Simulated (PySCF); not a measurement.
Bonds broken one at a time in the series Ga CH3-SiH3. Isolated molecules, 0 K electronic values unless said otherwise. Strings in code marks are SMILES.

The numbers are results of PySCF with r2SCAN-D4/def2-TZVP, not measurements. 

```json
[
 {"species": "whole molecule (`[CH3][Ga]([CH3])[CH3]`)", "dipole moment (D)": "0.01"},
 {"species": "radical fragment (`[CH3]`)", "dipole moment (D)": "0.00"},
 {"species": "radical fragment (`[Ga]([CH3])[CH3]`)", "dipole moment (D)": "0.53"},
 {"species": "whole molecule (`[SiH3][Ga]([CH3])[CH3]`)", "dipole moment (D)": "1.13"},
 {"species": "radical fragment (`[Ga]([CH3])[SiH3]`)", "dipole moment (D)": "1.07"},
 {"species": "radical fragment (`[SiH3]`)", "dipole moment (D)": "0.05"},
 {"species": "whole molecule (`[SiH3][Ga]([SiH3])[SiH3]`)", "dipole moment (D)": "0.07"}
]
```
